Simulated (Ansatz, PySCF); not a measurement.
This Ansatz (a program for electronic structure) input computes a B3LYP/def2-TZVPD energy:

Ansatz 0.2 input:
```yaml
crystal:
  periodic: [false, false, false]
  atoms:
    - {symbol: P, position_ang: [-0.00000000, -0.00000000, -0.99121818]}
    - {symbol: P, position_ang: [0.00000000, 0.00000000, 0.99121818]}
basis:
  gaussian:
    orbitals: def2-TZVPD
hamiltonian:
  xc: {name: B3LYP}
total_charge: -1
magnetization: {spin_polarized: true, initial_magnetization: 1}
output: {forces: true}
```

**Question.** Write an input for the same energy in PySCF and say what it gives.

**Answer.** 
```python
from pyscf import gto, scf, dft

mol = gto.M(
    atom='''
    P    -0.00000000   -0.00000000   -0.99121818
    P     0.00000000    0.00000000    0.99121818
    ''',
    basis='def2-tzvpd',
    charge=-1,
    spin=1,
    symmetry='D2h',
    verbose=4,
)

mf = dft.UKS(mol, xc='b3lyp').density_fit(auxbasis='def2-universal-jkfit')
mf.grids.level = 3
mf.conv_tol = 1e-9
mf.max_cycle = 100
mf.max_memory = 1500
mf.kernel()
if not mf.converged:
    mf = mf.newton()
    mf.kernel(mf.make_rdm1())
mf.analyze()
```
It gives -682.76843 Eh, and Ansatz -682.76831 Eh, a difference of 0.12 mEh, from the treatment of integrals and grids.
